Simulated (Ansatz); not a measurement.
A made-up structure of Si2H4S, singlet:

```
atom    x (Å)    y (Å)    z (Å)
 Si1  -0.8375   0.5269  -0.3154
 Si2   1.0566  -0.6831   0.3466
  S3  -0.1645   2.4141   0.4915
  H4  -1.8654  -0.4283  -0.8100
  H5  -0.4572   1.4353  -1.4307
  H6  -1.3566   1.3027   0.8355
  H7   1.6348  -1.4997  -0.7619
```

It is relaxed with PBE-D4/def2-SVP and then PBE0-D4/def2-TZVP (Ansatz 0.2.0). Atoms count as bonded within 1.22 times the sum of their covalent radii (H–H: 0.88 Å). The end point is not checked to be a true minimum.

Does its bonding change? (A judgement: the text doesn't fix the answer.)

Computed: Yes. Formed: Si2–S3, S3–H6; broken: Si1–H6.

Where it ends: The first stage lowers the energy by 4.81 eV in 18 steps. It ends as Si₂H₄S ([SiH]1[SiH2][SH]1):
```
7
angstrom
Si -0.7865 0.1675 -0.9479
Si 0.6754 -0.7969 0.5677
S 0.0601 1.5253 0.6280
H -2.2597 0.2245 -0.7458
H -0.4615 0.8349 -2.2358
H -0.9757 1.4198 1.4794
H 1.7581 -0.3069 -0.3900
```

Labels in which every atom is bracketed show which atoms are joined, not bond orders.

For scale, one of the runs: PBE0-D4/def2-TZVP relaxation, 135 basis functions, launched by `ansatz run in.yaml --threads 2 --pin off --events-out ev --progress --plain --max-ram 4352MiB`. The run took about 24 s on 2 CPU threads of an Arm Neoverse N1 (shared host).
